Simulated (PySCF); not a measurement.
Gas-phase reaction: 2 AlCl3 + 3 AlF2 = 5 AlClF + ClF

Computed with PySCF and rigid-rotor harmonic-oscillator thermochemistry at 1 bar. 'Table' is the NASA 1993 thermochemical table (part measured, part estimated). After a fit of one offset per element over all species, the range-separated, M06-2X, PBE0/def2-QZVP and CCSD(T)/def2-TZVPP enthalpies, where run, lie to one side of the table for AlF2 (+60 kJ/mol), AlClF (+54 kJ/mol): a fault of the table's entry, another state or a shared error of the levels is possible; this was not checked at source. † marks an energy on the PBE0/def2-TZVP geometry and frequencies. MP2 and CCSD(T) freeze the core. Open shells (unrestricted): AlF2 (multiplicity 2), AlClF (multiplicity 2); the rest are closed-shell singlets. For this reaction the table lies outside the span of B3LYP, CCSD(T), M06-2X, MP2, PBE0, r2SCAN, ωB97M-V, ωB97X-V in their largest bases here; which side is off was not settled. MP2 isn't extrapolated to the basis-set limit; its ΔH°(298 K) is 908.0 kJ in def2-SVP and 904.7 kJ in def2-TZVPP. CCSD(T) isn't extrapolated to the basis-set limit; its ΔH°(298 K) is 881.0 kJ in def2-SVP and 876.1 kJ in def2-TZVPP. The harmonic model lacks anharmonicity and excited electronic states, which grow with temperature; levels with a mode under 35 cm⁻¹ are left out. The table's entry may be an old estimate for AlCl3, AlF2, AlClF, ClF (not checked at source).

```json
[
 {"level": "table", "ΔH°(298 K), kJ": "754.9", "minus table": "-", "ΔG°(1000 K), kJ": "548.0"},
 {"level": "CCSD(T)/def2-SVP†", "ΔH°(298 K), kJ": "881.0", "minus table": "126.1", "ΔG°(1000 K), kJ": "673.3"},
 {"level": "CCSD(T)/def2-TZVPP†", "ΔH°(298 K), kJ": "876.1", "minus table": "121.2", "ΔG°(1000 K), kJ": "668.5"},
 {"level": "HF/def2-TZVP†", "ΔH°(298 K), kJ": "820.0", "minus table": "65.1", "ΔG°(1000 K), kJ": "612.4"},
 {"level": "MP2/def2-SVP†", "ΔH°(298 K), kJ": "908.0", "minus table": "153.1", "ΔG°(1000 K), kJ": "700.3"},
 {"level": "PBE0/def2-QZVP†", "ΔH°(298 K), kJ": "831.7", "minus table": "76.8", "ΔG°(1000 K), kJ": "624.1"}
]
```
